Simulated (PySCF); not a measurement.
# SiH4S (SMILES [SiH3]S) at B3LYP/STO-6G

Aim: the vertical singlet–triplet gap of SiH4S at B3LYP/STO-6G, from 2 runs. Input form: a Python script.

The calculation is run with PySCF 2.14.0.

6 further runs of the same task are left out: 6 set aside as unsound or not needed.

## 1. The molecule

SiH4S: 6 atoms, total charge 0, spin state singlet. As SMILES, `[SiH3]S`. Geometry: relaxed at PBE0-D4/def2-TZVP.

Bond lengths: Si1–S2 2.137 Å, Si1–H3 1.485 Å, Si1–H4 1.482 Å, Si1–H5 1.485 Å, S2–H6 1.344 Å. Angles: Si1–S2–H6 94.7°, S2–Si1–H3 111.6°, S2–Si1–H4 104.8°, S2–Si1–H5 111.6°, H3–Si1–H4 110.0°, H3–Si1–H5 108.8°, H4–Si1–H5 110.0°.

## 2. A single-point energy at B3LYP/STO-6G

File geometry.xyz:

```xyz
6

Si    -0.169800    -0.263400    -0.436000
S      0.907300    -0.012600     1.392800
H     -1.629800    -0.074300    -0.241600
H      0.108600    -1.658300    -0.852500
H      0.299800     0.681200    -1.481100
H      0.526100     1.263300     1.572300
```

File job.py:

```python
# [SiH3]S
from pyscf import gto, dft

system = gto.Mole()
system.atom = 'geometry.xyz'
system.spin = 0
system.max_memory = 1860
system.basis = 'sto-6g'
system.verbose = 4
system.charge = 0
system.build()

myscf = dft.RKS(system)
myscf.xc = 'b3lyp'
myscf.grids.level = 5
myscf.conv_tol = 1e-10
myscf.kernel()
if not myscf.converged:
    myscf = myscf.newton().run(myscf.mo_coeff, myscf.mo_occ)

e_tot = myscf.e_tot
print('E = %.10f Eh' % e_tot)
```

Command:

```bash
$ OMP_NUM_THREADS=1 python job.py
```

What it wrote:

```text
PySCF version 2.14.0

[... 70 lines left out ...]
converged SCF energy = -687.655193598943
E = -687.6551935989 Eh
```

Run time: 3.6 s. Hardware: 1 thread of Arm Neoverse V2, shared host; peak memory 0.21 GiB.

## 3. The triplet at the same level

File calc.py:

```python
from pyscf import gto, dft

molecule = gto.Mole()
molecule.atom = '''
Si      -0.169800      -0.263400      -0.436000
S        0.907300      -0.012600       1.392800
H       -1.629800      -0.074300      -0.241600
H        0.108600      -1.658300      -0.852500
H        0.299800       0.681200      -1.481100
H        0.526100       1.263300       1.572300
'''
molecule.spin = 2
molecule.verbose = 3
molecule.basis = 'sto-6g'
molecule.max_memory = 1860
molecule.build()

ks = dft.UKS(molecule, xc='b3lyp')
ks.conv_tol = 1e-10
ks.grids.level = 5
ks.kernel()
if not ks.converged:
    ks = ks.newton().run(ks.mo_coeff, ks.mo_occ)

etot = ks.e_tot
print(f'total energy: {etot:.8f} hartree')
```

Command:

```bash
$ OMP_NUM_THREADS=1 python calc.py
```

What it wrote:

```text
WARN: HOMO 0.101092334363769 >= LUMO -0.260598787271955

WARN: HOMO 0.137141025006256 >= LUMO -0.0731422354619488

WARN: HOMO 0.134642895406212 >= LUMO -0.0781155360425261

WARN: HOMO 0.135569389961 >= LUMO -0.0750197439034272

WARN: HOMO 0.134327840665207 >= LUMO -0.0754560878650644

WARN: HOMO 0.134256902876046 >= LUMO -0.0755712587187383

WARN: HOMO 0.134254586161284 >= LUMO -0.0753769913463023

WARN: HOMO 0.134229602699212 >= LUMO -0.0754199892235113

WARN: HOMO 0.134219514861417 >= LUMO -0.0754119556697465

WARN: HOMO 0.134218507045238 >= LUMO -0.0754035862438217

WARN: HOMO 0.134217533986843 >= LUMO -0.0754032072003603

WARN: HOMO 0.134217384345309 >= LUMO -0.0754026910179871

converged SCF energy = -687.382890670504  <S^2> = 2.0018976  2S+1 = 3.0012648
total energy: -687.38289067 hartree
```

Run time: 6.6 s. Hardware: 1 thread of Arm Neoverse V2, shared host; peak memory 0.22 GiB.

## 4. Results

At B3LYP/STO-6G:

| quantity | value |
| --- | --- |
| singlet: total energy | -687.65519 Eh |
| singlet: dipole moment | 0.99 D |
| singlet: HOMO energy | -3.43 eV |
| singlet: LUMO energy | 5.65 eV |
| singlet: HOMO–LUMO gap | 9.08 eV |
| triplet: total energy | -687.38289 Eh |
| triplet: dipole moment | 1.93 D |
| triplet: ⟨S²⟩ | 2.002 |
| vertical energy of the triplet above the singlet | 7.410 eV |

**Reading.** At this shape the triplet lies 7.41 eV (715 kJ/mol) above the singlet. In a minimal basis such a difference can be off by several eV, whatever the method. Mulliken charges (triplet) run from -0.16 on H4 to +0.31 on Si1.
